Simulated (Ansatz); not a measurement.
A made-up structure of CH2BS, doublet:

```
5
angstrom
C -1.3236 -0.3157 -0.0149
B 0.0143 -0.1891 0.1090
S 1.7400 -0.1299 0.3276
H -2.3837 -0.4067 -0.1183
H 0.3435 -0.9269 -0.7094
```

It is relaxed with PBE-D4/def2-SVP and then PBE0-D4/def2-TZVP (Ansatz 0.2.0). Atoms count as bonded within 1.22 times the sum of their covalent radii (H–H: 0.88 Å). The end point is not checked to be a true minimum.

(1) Does its bonding change? (A judgement: the text doesn't fix the answer.)

Results:

(1) The calculation gives: Yes. Formed: C1–H5; broken: B2–H5.

Where it ends: The first stage lowers the energy by 3.29 eV in 13 steps. It ends as CH₂BS ([CH2][B][S]):
```tsv
atom	x (Å)	y (Å)	z (Å)
C1	-0.9259	-0.5921	-0.3279
B2	0.3778	-0.1638	0.2047
S3	1.8114	0.3071	0.7903
H4	-1.8626	-0.2198	0.0725
H5	-1.0101	-1.2998	-1.1455
```

Labels in which every atom is bracketed show which atoms are joined, not bond orders.

For scale, one of the runs: PBE0-D4/def2-TZVP relaxation, 111 basis functions, launched by `ansatz run in.yaml --threads 2 --pin off --events-out ev --progress --plain --max-ram 4352MiB`. The run took about 18 s on 2 CPU threads of an Arm Neoverse V1 (shared host).
